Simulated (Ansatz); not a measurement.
Geometry optimisation, RKS B3LYP-D4/def2-SVP (Ansatz 0.2.0).

The input (input.yaml):

```yaml
crystal:
  periodic: [false, false, false]
  atoms:
    - { symbol: B, position_ang: [-0.87049, 0.30423, -0.6349] }
    - { symbol: C, position_ang: [-0.04072, 0.08543, 0.5244] }
    - { symbol: S, position_ang: [1.15896, -1.23451, 0.69829] }
    - { symbol: H, position_ang: [-1.66283, 1.21404, -0.62822] }
    - { symbol: H, position_ang: [-0.80194, -0.35574, -1.63217] }
    - { symbol: H, position_ang: [-0.07641, 0.64584, 1.46204] }
    - { symbol: H, position_ang: [2.29342, -0.65929, 0.21057] }
total_charge: -1
basis:
  gaussian: { orbitals: def2-SVP }
hamiltonian:
  xc: b3lyp
  dispersion: d4
relax:
  f_tol: 0.015
  max_steps: 40
```

Command:

```bash
$ ansatz run input.yaml --threads 1 --pin off --max-ram 2048MiB --backend cpu --events-out ev --progress --plain --runs-dir out
```

Where does it end, and by what steps?

The run converged. Limits of this set-up: an anion without diffuse functions, the dipole of an ion depends on the origin. After 9 steps the energy has fallen by 0.048 eV; H7 moved furthest, 0.20 Å.

```
step  energy less start (eV)  largest force component (eV/Å)  accepted
   0                  0.0000                           0.555       yes
   1                 -0.0362                           0.279       yes
   2                 -0.0390                           0.208       yes
   3                 -0.0438                           0.108       yes
   4                 -0.0424                           0.169        no
   5                 -0.0470                           0.034       yes
   6                 -0.0470                           0.084       yes
   7                 -0.0480                           0.018       yes
   8                 -0.0481                           0.017       yes
   9                 -0.0481                           0.005       yes
```

```xyz
7
Properties=species:S:1:pos:R:3
B -0.897 0.317 -0.641
C 0.002 0.096 0.486
S 1.159 -1.276 0.600
H -1.742 1.217 -0.593
H -0.871 -0.359 -1.666
H -0.031 0.681 1.419
H 2.380 -0.677 0.394
```

Whether the end is a true minimum wasn't checked by a vibrational analysis.

Run time: 48 s on 1 thread of Intel(R) Xeon(R) Processor @ 2.50GHz (Skylake/Cascade Lake), with other jobs on the host, peak memory 0.14 GiB.
